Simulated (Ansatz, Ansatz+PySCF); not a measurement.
```xyz
9

O     1.2418    0.0000    0.0000
C     0.3810    1.1734    0.0000
C    -1.0350    0.7726    0.0000
C    -1.0350   -0.7726    0.0000
C     0.3810   -1.1734    0.0000
H     0.9232    2.2147    0.0000
H    -1.9660    1.4893    0.0000
H    -1.9660   -1.4893    0.0000
H     0.9232   -2.2147    0.0000
```

RHF-MP2 on singlet C₄H₄O was run in several spherical basis sets with Ansatz (development build ahead of 0.2.0). Frozen core: 5 orbitals. Caution for RHF-MP2: an unrestricted determinant lies well below; in another basis set an unrestricted determinant lies well below.

Q: Rank the basis sets by the total energy that they give, lowest first, with the distance from the lowest.
A. 6-31G(d)
B. def2-SVP
C. cc-pVDZ

A: C (0.00 eV), A (1.59 eV), B (5.42 eV).

Totals follow the description of the cores as much as that of the bonds, so this order isn't one of quality for chemistry.
